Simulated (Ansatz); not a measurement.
C2H2O, SMILES `C=C=O` (charge 0, multiplicity 1).

All values below come from BLYP/cc-pVTZ // B3LYP-D3(BJ)/def2-TZVP run with Ansatz (a quantum-chemistry and plane-wave program).

Ansatz 0.2 input:
```yaml
crystal:
  periodic: [false, false, false]
  atoms:
    - { symbol: C, position_ang: [-0.524053, 0.005011, 0.087643] }
    - { symbol: C, position_ang: [0.741428, -0.007098, 0.41963] }
    - { symbol: O, position_ang: [1.862791, -0.017815, 0.713834] }
    - { symbol: H, position_ang: [-1.01886, -0.920404, -0.162573] }
    - { symbol: H, position_ang: [-1.061303, 0.940309, 0.06719] }
basis:
  gaussian: { orbitals: cc-pVTZ }
hamiltonian:
  xc: blyp
```

Output:

```
Functional definition: BLYP
615 factors; their error is unknown
mean field evaluation 1: about -4145.3609 eV, gradient 6.2e1 eV
mean field evaluation 2: about -4137.4308 eV, gradient 7.9e1 eV
mean field evaluation 4: about -4153.1297 eV, gradient 6.4e0 eV
mean field evaluation 8: about -4153.2154 eV, gradient 1.6e-1 eV
mean field -4153.21545683 eV, -152.6278528880 hartree, gradient 1.5e-5 eV, S^2 0.000000; 0 other end points of the search recorded, 0 dependent functions left out
reference -4153.21567944 eV, -152.6278610687 hartree; 11, 11 occupied and 107, 107 virtual orbitals, 615 factors
Total energy: -4153.21567944 eV, -152.6278610687 hartree
```
